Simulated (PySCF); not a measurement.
Bond stretch in N2, singlet.

Levels: RMP2 = MP2 on RHF/cc-pVDZ, 2 core orbitals frozen in PySCF; UKS-r2SCAN = unrestricted r2SCAN/cc-pVDZ run with PySCF; UKS-M06-2X = unrestricted M06-2X/cc-pVDZ (PySCF); UCCSD(T) = PySCF with CCSD(T) on UHF/cc-pVDZ, 2 core orbitals frozen.

Energies relative to the lowest point of each curve near equilibrium, in kcal/mol:

```csv
R / Å,RMP2,UKS-r2SCAN,UKS-M06-2X
0.88,176.6,162.1,156.3
0.92,110.8,98.8,93.8
0.98,47.3,38.9,35.3
1.01,27.5,21.0,18.2
1.06,7.7,4.3,2.9
1.17,1.4,6.0,8.3
1.26,16.0,28.9,35.1
1.48,64.1,107.0,122.6
1.65,84.8,149.8,164.8
2.67,-211.7,210.5,217.1
2.96,-385.4,211.9,218.8
4.33,-1401.5,213.4,221.6
```

Q: Estimate the UCCSD(T) values at these points.

A: 0.88: 173.1; 0.92: 107.5; 0.98: 44.6; 1.01: 25.3; 1.06: 6.4; 1.17: 4.1; 1.26: 24.8; 1.48: 98.6; 1.65: 148.1; 2.67: 199.8; 2.96: 199.9; 4.33: 200.3 (kcal/mol).

The restricted form behind RMP2 keeps the bonding electrons paired and can't separate into open-shell fragments. The T1 diagnostic of CCSD on the restricted reference of RMP2 exceeds 0.045 at 2.41 to 2.67 Å. The unrestricted solution behind UKS-r2SCAN, UKS-M06-2X changes between 1.48 and 1.65 Å and between 1.65 and 1.82 Å, which can leave a kink. The unrestricted determinant behind UKS-r2SCAN, UKS-M06-2X is spin-contaminated at 1.48 to 4.33 Å (<S²> up to 3.0, against 0.00 for a pure singlet). The unrestricted solution behind UCCSD(T) changes between 1.34 and 1.48 Å and between 1.48 and 1.65 Å and between 1.65 and 1.82 Å, which can leave a kink. The unrestricted determinant behind UCCSD(T) is spin-contaminated at 1.17 to 4.33 Å (<S²> up to 3.0, against 0.00 for a pure singlet).
